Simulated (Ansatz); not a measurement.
Input file:

```yaml
crystal:
  periodic: [false, false, false]
  atoms:
    - {symbol: Sn, position_ang: [0.000000, -0.014391, 0.000000]}
    - {symbol: H, position_ang: [0.000000, 0.847453, -1.482753]}
    - {symbol: H, position_ang: [0.000000, 0.847453, 1.482753]}
basis:
  gaussian: {orbitals: def2-SVP, fitting: {mean_field: def2-universal-jkfit}}
magnetization: {spin_polarized: false, initial_magnetization: 2}
hamiltonian: {xc: {name: PBE0}}
correlation: {method: bccd_t, electrons: outside_noble_gas}
```

```sh
$ ansatz run in.yaml --threads 1 --pin off --events-out ev --progress --plain --max-ram 2393MiB
```

Q: Roughly how long does this take on 1 thread of Intel Xeon Platinum 8259CL, shared host, and how much host memory?

A: 1.4 s wall and 0.11 GiB.

```
254 factors; integrals over basis functions are off by at most 3.9e-1 eV
mean field evaluation 1: about -5861.3906 eV, gradient 5.6e0 eV
mean field evaluation 2: about -5861.3908 eV, gradient 5.6e0 eV
mean field evaluation 4: about -5861.5685 eV, gradient 6.5e-1 eV
mean field evaluation 8: about -5861.5706 eV, gradient 4.3e-3 eV
mean field -5861.57059696 eV, -215.4087463231 hartree, gradient 8.6e-7 eV, S^2 2.000000; 0 other end points of the search recorded, 0 dependent functions left out
mean field evaluation 16: about -5835.2824 eV, gradient 2.1e0 eV
9 core orbitals not correlated: weight in the atoms' cores, before any rotation towards them, 0.998 or more for the frozen orbitals, at most 0.001 for the correlated occupied ones
reference -5835.03742047 eV, -214.4336700718 hartree; 4, 2 occupied and 23, 25 virtual orbitals, 254 factors
second order -1.81826569 eV of doubles, -0.16872668 eV of singles
cycle   1  -2.34403491 eV  change   -3.6e-1 eV  update   4.7e-2
cycle   2  -2.47361674 eV  change   -1.3e-1 eV  update   1.7e-2
cycle   3  -2.48072178 eV  change   -7.1e-3 eV  update   5.1e-3
cycle   4  -2.48128548 eV  change   -5.6e-4 eV  update   2.0e-3
cycle   5  -2.48056140 eV  change    7.2e-4 eV  update   8.1e-4
cycle   6  -2.48047527 eV  change    8.6e-5 eV  update   2.4e-4
cycle   7  -2.48049231 eV  change   -1.7e-5 eV  update   8.1e-5
cycle   8  -2.48047550 eV  change    1.7e-5 eV  update   2.7e-5
cycle   9  -2.48046664 eV  change    8.9e-6 eV  update   8.4e-6
cycle  10  -2.48046762 eV  change   -9.8e-7 eV  update   2.2e-6
perturbative correction -0.04633458 eV, -0.0017027644 hartree
Total energy: -5837.56422267 eV, -214.5265283400 hartree
```
